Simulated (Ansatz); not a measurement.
# doublet PF₂: levels of theory in one basis

```xyz
3

F     0.0000    0.3486   -1.2224
P     0.0000   -0.6971    0.0000
F     0.0000    0.3486    1.2224
```

Basis set: def2-SVP (spherical functions). Left uncorrelated: 7 orbitals. Correlation on ROHF uses semicanonical orbitals with singles. Charge 0, multiplicity 2.

Computed with Ansatz (development build ahead of 0.2.0); each method stands on the lowest determinant of its kind that the runs found.

```tsv
method	E − E(ROHF) (eV)	<S²> of the determinant
ROHF	0.00	–
UHF	-0.15	0.77
ROHF-MP2	-12.78	–
UHF-MP2	-12.75	0.77
ROHF-CCSD(T)	-13.41	–
UHF-CCSD(T)	-13.41	0.77
```
